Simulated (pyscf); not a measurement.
GeH₃• (SMILES [GeH3]) + CH₄ (SMILES C) -> GeH₄ (SMILES [GeH4]) + CH₃• (SMILES [CH3]), a hydrogen abstraction (doublet surface; C–H broken, Ge–H formed). Optimised with ωB97X-D3(BJ)/def2-SVP in PySCF. MP2 and CC: frozen core, UHF for open shells. ΔMP2 is the change of the MP2 total energy from the triple- to the quadruple-zeta basis. Energies in kcal/mol from the separated reactants.

Small-basis levels: PySCF, no dispersion term, spherical d functions. Open shells are spin-unrestricted. 

Question: Quick B3LYP/LANL2DZ single points give ΔE‡ = 27.9 kcal/mol and ΔE = +24.0 kcal/mol. What does CCSD(T)/def2-TZVPP + ΔMP2(QZVPP) give, and how far is the quick result from it?

Answer: CCSD(T)/def2-TZVPP + ΔMP2(QZVPP) gives ΔE‡ = 27.5 kcal/mol and ΔE = +21.5 kcal/mol. B3LYP/LANL2DZ lies 0.5 kcal/mol over it in the barrier and 2.5 kcal/mol over it in the reaction energy, so on this step it holds to within 3.0 kcal/mol. CCSD(T)/def2-TZVPP + ΔMP2(QZVPP) has limits of its own. This is the saddle that the search found; another between the same sides may lie lower. The angle at the transferred H is 180°. The CCSD(T) − MP2 part came from Ansatz, without density fitting, on the same reference. The frozen core leaves the outer d or s,p core shells of the metals and heavy elements correlated in the MP2 and CC values, and def2-TZVPP describes them poorly, which can shift differences by a few kcal/mol. In the def2 sets elements up to Kr have no core potential.
